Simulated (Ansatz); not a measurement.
System: CH$_{5}$Si, net charge 0, doublet state. It need not be the lowest isomer of its formula. 
Coordinates optimised at B3LYP-D3(BJ)/def2-TZVP (Ansatz, a quantum-chemistry and plane-wave program):
SMILES: C[SiH2]
```xyz
7

C     -0.0008     0.0642    -1.2011
Si     0.0002     0.0478     0.6809
H      0.0023    -0.9574    -1.5919
H     -0.8865     0.5712    -1.5864
H      0.8811     0.5770    -1.5873
H     -1.2107    -0.6263     1.2208
H      1.2161    -0.6184     1.2195
```
Charge 0, spin multiplicity 2.

Problem. Give the harmonic wavenumbers at B3LYP-D3(BJ)/def2-TZVP (Ansatz, finite differences of forces, unscaled).

Solution. 182, 529, 570, 686, 847, 888, 937, 1282, 1454, 1459, 2179, 2203, 3024, 3093, 3114 cm⁻¹. Zero-point energy 32.1 kcal/mol.

Problem. From these and the geometry, give the ideal-gas thermochemistry at 298.15 K and 1 atm (rigid rotor, harmonic oscillator).

Solution. Point group Cs, rotational symmetry number 1. Rotational constants 73.16, 11.67, 11.11 GHz. S(trans) 37.35, S(rot) 21.05, S(vib) 4.22, S(elec, spin only) 1.38, S 64.0 cal/(mol K). H(298) - H(0) 3.17 kcal/mol; G - E(el) 16.2 kcal/mol.
